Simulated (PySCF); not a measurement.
# C4H6FN: the cost of one run

The runs use PySCF 2.14.0; levels as typed in each script, gas phase, geometry from GFN2-xTB.

## Step 1: The system as given

SMILES `C=CC(F)C=N`, 12 atoms, charge 0, spin multiplicity 1.

Bond lengths: C1–C2 1.318 Å, C1–H7 1.076 Å, C1–H8 1.077 Å, C2–C3 1.505 Å, C2–H9 1.080 Å, C3–F4 1.378 Å, C3–C5 1.504 Å, C3–H10 1.098 Å, C5–N6 1.252 Å, C5–H11 1.097 Å, N6–H12 1.017 Å. Angles: C2–C1–H7 121.5°, C2–C1–H8 121.6°, H7–C1–H8 116.8°, C1–C2–C3 124.2°, C1–C2–H9 122.8°, C3–C2–H9 113.0°, C2–C3–F4 111.3°, C2–C3–C5 108.8°, C2–C3–H10 110.1°, F4–C3–C5 109.2°, F4–C3–H10 107.0°, C5–C3–H10 110.4°, C3–C5–N6 120.0°, C3–C5–H11 113.4°, N6–C5–H11 126.5°, C5–N6–H12 115.8°.

Coordinates:

```xyz
12
C4H6FN
C     2.0496   -0.7402    0.3078
C     0.8822   -0.7951   -0.3027
C    -0.0577    0.3727   -0.4389
F     0.5266    1.5399    0.0017
C    -1.2917    0.1000    0.3765
N    -2.1787   -0.6638   -0.0667
H     2.6859   -1.6044    0.3842
H     2.4180    0.1749    0.7404
H     0.4929   -1.7027   -0.7393
H    -0.3219    0.5242   -1.4934
H    -1.2885    0.6002    1.3529
H    -2.9696   -0.8290    0.5510
```

## Step 2: Excited states (PBE0/def2-svp)

Contents of input.py:

```python
import numpy as np
from pyscf import gto, scf, dft, tdscf
from pyscf.scf import atom_ks, atom_hf
from scipy.linalg import block_diag

def solve(mol, dm0=None, hcore=None):
    mf = (dft.UKS if mol.spin else dft.RKS)(mol, xc='pbe0')
    mf.grids.level = 3
    mf = mf.density_fit(auxbasis='def2-universal-jkfit')
    mf.conv_tol, mf.max_cycle = 1e-8, 80
    if hcore is not None:
        mf.get_hcore = lambda *args: hcore
    mf.kernel(dm0)
    if not mf.converged:
        mf = mf.newton().run(mf.mo_coeff, mf.mo_occ, max_cycle=30)
    assert mf.converged, 'SCF not converged'
    return mf

mol = gto.M(atom='''
C      2.04960    -0.74022     0.30775
C      0.88225    -0.79514    -0.30272
C     -0.05769     0.37272    -0.43894
F      0.52660     1.53993     0.00172
C     -1.29175     0.10000     0.37653
N     -2.17868    -0.66381    -0.06668
H      2.68593    -1.60441     0.38417
H      2.41799     0.17493     0.74038
H      0.49285    -1.70269    -0.73935
H     -0.32188     0.52415    -1.49345
H     -1.28849     0.60020     1.35292
H     -2.96956    -0.82902     0.55095
''', basis='def2-svp', charge=0, spin=0, verbose=4)
mf = solve(mol)
td = mf.TDDFT()
td.nstates, td.singlet, td.conv_tol = 4, True, 1e-5
td.kernel()
td.analyze()
x, y = np.array([p[0] for p in td.xy]), np.array([p[1] + 0 * p[0] for p in td.xy])
f, mu = td.oscillator_strength(), td.transition_dipole()
nto = [td.get_nto(state=i + 1, verbose=4) for i in range(len(td.e))]
# spherically averaged free atoms, for the promolecule
atm = atom_ks.get_atm_nrks(mol, xc='pbe0')
pro = block_diag(*[(atm[a[0]][2] * atm[a[0]][3]) @ atm[a[0]][2].T for a in mol._atom])
np.savez('result.npz', e=td.e, f=f, ok=td.converged, w=[n[0] for n in nto], nto=[n[1] for n in nto], x=x, y=y, c=mf.mo_coeff, occ=mf.mo_occ, eps=mf.mo_energy, pro=pro, mu=mu)
```

Launch:

```sh
$ OMP_NUM_THREADS=1 python input.py
```

**Question.** How long does this run take on 1 thread of Arm Neoverse V1, shared host, and how much memory does it need?

About 8.7 min, with a peak of 0.72 GiB.
